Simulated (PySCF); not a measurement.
# Stationary points of SiOF

All numbers come from PBE0 in PySCF with Si def2-TZVP, O def2-TZVP, F def2-TZVP; no relativity; density-fitted integrals.

Relaxations began from a few typed shapes; open shells are unrestricted. The search is not exhaustive: other isomers or separated fragments can lie lower, and high-lying points may rest on an excited occupation.

| spin | group | bonds | angles | imaginary modes (cm⁻¹) | ΔE (kJ/mol) | ΔE with ZPE (kJ/mol) |
| --- | --- | --- | --- | --- | --- | --- |
| doublet | Cs | Si–F 1.587 Å, Si–O 1.520 Å | F–Si–O 126.9° | none | 0.0 | 0.0 |
| doublet | C∞v | Si–F 1.606 Å, Si–O 1.518 Å | F–Si–O 180.0° | 411i, 411i | 73.8 | – |

The lowest minimum found is the doublet Cs: Si–F 1.587 Å, Si–O 1.520 Å; F–Si–O 126.9°.
